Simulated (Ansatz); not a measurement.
2H MoS2 was calculated with PBE-D3(BJ) (PAW; Ansatz, a first-principles code).

Numerical settings: plane-wave cutoff 520 eV, 12×12×4 k mesh (along the axes of the cell as run), no spin polarisation, scalar-relativistic PAW data made under PBE.

Computed at the level's own relaxed cell.

```xyz
6
Lattice="3.1493 0.0000 0.0000 -1.5746 2.7273 0.0000 0.0000 0.0000 12.0887" Properties=species:S:1:pos:R:3 pbc="T T T"
Mo     1.5746     0.9091     9.0665
Mo     0.0000     1.8182     3.0222
S      1.5746     0.9091     4.5880
S      0.0000     1.8182    10.6323
S      0.0000     1.8182     7.5007
S      1.5746     0.9091     1.4564
```

Give the elastic tensor (Voigt notation, GPa, ions relaxed, in the Cartesian axes of the cell as printed).


```
  231.0    55.1    10.5     0.0     0.0     0.0
   55.1   231.0    10.5     0.0     0.0     0.0
   10.5    10.5    62.5     0.0     0.0     0.0
    0.0     0.0     0.0    20.7     0.0     0.0
    0.0     0.0     0.0     0.0    20.7     0.0
    0.0     0.0     0.0     0.0     0.0    88.0
```

Measured, for comparison: elastic constant C11 238 GPa, elastic constant C44 19 GPa, elastic constant C33 52 GPa (temperature not stated, no zero-point or thermal correction; as tabulated in Guerrero et al. (2021), arXiv:2010.02198); elastic constant C13 23 GPa (temperature not stated, no zero-point or thermal correction; as tabulated in Ulian and Valdrè (2023), doi:10.1107/s1600576723002571). Computed (rounded) less measured: elastic constant C11 -3 %, elastic constant C44 +9 %, elastic constant C33 +20 %, elastic constant C13 -54 %. A static lattice is as a rule a little smaller and stiffer than an uncorrected measurement, which narrows the difference in the elastic constant C44 and would widen misses of the other sign.

Note: the dispersion coefficients are held fixed in the derivatives.

The computed numbers hold no vibrational or temperature effects.
